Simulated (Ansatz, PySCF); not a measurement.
Species: C2H3O2, charge 0, doublet. C2H3O2 (SMILES OC(=O)[CH2], doublet).
B3LYP-D3(BJ)/def2-TZVP minimum from Ansatz (an electronic-structure program):
```
C
O 1 1.2154
O 1 1.3607 2 122.32
H 3 0.9692 1 106.70 2 0.00
C 1 1.4405 2 124.80 3 -180.00
H 5 1.0785 1 118.11 2 0.00
H 5 1.0794 6 120.76 1 -180.00
```
Charge 0, spin multiplicity 2.

Property: enthalpy of formation at 298 K (by atomisation, with ideal-gas terms from PySCF's Hessian at B3LYP-D3(BJ)/def2-TZVP and the atoms' measured values of the G2/97 table; no spin-orbit terms), in kJ/mol. Open shells are spin-unrestricted; no spin-orbit coupling. Correlated methods leave the cores frozen. Rows without X2C or -DK are non-relativistic. CBS(X,Y): correlation extrapolated as X^-3, Hartree-Fock from the larger set. A bracket is a step between two methods taken in the basis named. Functionals run without relativity, which enters their misses. '+ core + X2C': CCSD(T) terms for core correlation (cc-pwCVTZ) and scalar relativity (cc-pVTZ-DK). Where a partner has so few electrons that a lower coupled-cluster level is exact, that level stands in. The UHF reference of C2H3O2 ([CH2]C(=O)O, doublet) is spin-contaminated (<S^2> up to 0.06 over the pure value in the sets run).

```json
[
 {"level": "PBE0/def2-TZVPD", "program": "Ansatz", "enthalpy of formation at 298 K (kJ/mol)": "-252.7", "difference against the last row": "-10.8"},
 {"level": "MP2/cc-pVQZ", "program": "Ansatz", "enthalpy of formation at 298 K (kJ/mol)": "-280.7", "difference against the last row": "-38.8"},
 {"level": "CCSD/cc-pVQZ", "program": "Ansatz", "enthalpy of formation at 298 K (kJ/mol)": "-133.7", "difference against the last row": "108.2"},
 {"level": "CCSD(T)/cc-pVQZ", "program": "Ansatz", "enthalpy of formation at 298 K (kJ/mol)": "-195.9", "difference against the last row": "46.0"},
 {"level": "CCSDT(Q)/cc-pVDZ", "program": "Ansatz", "enthalpy of formation at 298 K (kJ/mol)": "6.2", "difference against the last row": "248.1"},
 {"level": "CCSD(T)/CBS(cc-pVTZ,cc-pVQZ) + [CCSDT(Q) - CCSD(T)]/cc-pVDZ + core + X2C", "program": "Ansatz", "enthalpy of formation at 298 K (kJ/mol)": "-241.9", "difference against the last row": "0.0"}
]
```
